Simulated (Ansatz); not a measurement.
# HAlN, quartet: reading a ladder of total energies

Geometry: a point of a stretch scan, not a stationary point.

```xyz
3

Al    0.0000   -0.1087    0.6152
N     0.0000    0.1035   -1.2920
H     0.0000    1.4725    1.4857
```

Basis 6-31G; Ansatz 0.2.0. Only valence electrons are correlated (noble-gas cores frozen), which leaves 9 electrons in 18 orbitals. Prefix R: restricted or restricted open-shell reference; prefix U: unrestricted.

Full CI is exact within this basis and frozen core; it isn't the basis-set limit. The frozen core follows each run's orbitals, which can shift R against U totals by a few meV.

Runs differ by some tens of microhartree through their thresholds and, for an open shell, their frozen cores, so steps under 0.1 kcal/mol mean nothing.

| level | total energy (hartree) |
| --- | --- |
| UHF | -296.797217 |
| UMP2 | -296.874865 |
| UCCSD | -296.897500 |
| UCCSD(T) | -296.899533 |
| UCCSDT | -296.900296 |
| UCCSDT(Q) | -296.900498 |
| full CI | -296.900458 |

Question: What is the correlation energy at full CI, and what share of it do UMP2 and UCCSDT recover?

Answer: E(corr) = -296.900458 − (-296.797217) = -0.103241 hartree = -2.809 eV. UMP2: -0.077648 / -0.103241 = 75.21 %. UCCSDT: -0.103079 / -0.103241 = 99.84 %.

Question: By how many kcal/mol does UCCSD(T) miss full CI (1 hartree = 627.509 kcal/mol), and which steps make up the rest?

Answer: -296.899533 − (-296.900458) = 0.000925 hartree = 0.58 kcal/mol. Steps: UCCSDT − UCCSD(T) = -0.48, UCCSDT(Q) − UCCSDT = -0.13, full CI − UCCSDT(Q) = 0.03 kcal/mol. That is within 1 kcal/mol of the reference in this basis, which itself misses far more of the correlation at the basis-set limit.
